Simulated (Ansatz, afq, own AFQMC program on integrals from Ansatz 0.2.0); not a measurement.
**CN⁺, triplet: AFQMC among the cluster methods**

```xyz
2

N     0.0000    0.0000    0.0000
C     0.0000    0.0000    1.1601
```

Basis 6-31G. Noble-gas cores (and the filled d shells of Ga–Kr and In–Xe) are frozen. Integrals, coupled cluster, full CI and functionals: Ansatz 0.2.0; the random walks run on the same integrals in our own AFQMC program. ph-AFQMC/CISD is guided by a CISD state made of CCSD amplitudes; releasing the constraint for a short imaginary time cuts its bias at the price of noise, slowly where states lie close. ± is one standard error of the sampling.

Determinant: ROHF, the one that the program's search chose, which needn't be the lowest solution. The geometry is a PBE0/def2-TZVP stationary point of this or a neighbouring charge and spin state.

Full CI on the same integrals is exact in this basis and with this determinant's frozen core.

Cautions: another spin lies lower (by 971 meV); a spin-contaminated unrestricted determinant lies lower (UHF 258 meV lower, ⟨S²⟩ 2.18); strong correlation (T1 0.054, weight of the determinant 0.87, largest double 0.13); the released energies are still falling, so no released level is given (meV from the phaseless value at times in 1/Eh: -21 ± 4 at 0.24, -36 ± 3 at 0.51, -51 ± 4 at 0.99, -53 ± 3 at 1.62, -66 ± 4 at 2.40).

The T1 diagnostic is 0.0541 and the weight of the determinant in the CISD state is 0.866. The size of the correlated space is 8 electrons in 16 orbitals.

```
  level  correlation energy (eV)
    MP2                  -3.9986
   CCSD                  -4.5340
CCSD(T)                  -4.6780
```

Task: Estimate where phaseless AFQMC with a CISD trial lies against CCSD(T) on the same integrals.

Result: 14.2 ± 4.1 meV below CCSD(T).

Reference: full CI, correlation energy -4.748 eV.

| level | E − E(reference) (meV) | share of correlation (%) |
| --- | --- | --- |
| CCSD(T) | 70.2 | 98.52 |
| CCSDT | 25.3 | 99.47 |
| CCSDT(Q) | 2.0 | 99.96 |
| CCSDTQ | 2.7 | 99.94 |
| ph-AFQMC/HF | 185.8 ± 22.6 | 96.09 |
| ph-AFQMC/CISD | 56.0 ± 4.1 | 98.82 |

CCSDT and higher add their correlation energy to the determinant of the CCSD(T) run, since their own runs factorise the integrals more tightly (a shift of under 2 meV). A walk keeps the symmetry of its determinant, which the program's search chose and which needn't be the lowest solution, so a lower state of the same spin and another symmetry isn't excluded.
